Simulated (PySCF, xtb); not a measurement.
C₄H₅N, SMILES c1cc[nH]c1.

Harmonic wavenumbers (cm⁻¹) from xtb with GFN2-xTB at its own minimum, in rising order: 530, 587, 615, 759, 773, 822, 829, 842, 843, 1053, 1073, 1100, 1135, 1211, 1223, 1409, 1431, 1455, 1557, 3154, 3156, 3166, 3176, 3479.

Task: What does PBE-D3(BJ)/def2-SVP run with PySCF give at its own minimum? (An estimate is asked for; the answer gives what the named calculation found.)

Result: 506, 614, 632, 660, 701, 806, 843, 859, 867, 1005, 1029, 1063, 1128, 1164, 1257, 1408, 1440, 1472, 1538, 3174, 3185, 3199, 3204, 3587. Paired by order, the mean absolute difference is 33 cm⁻¹ and the zero-point energies are 50.6 and 50.5 kcal/mol.
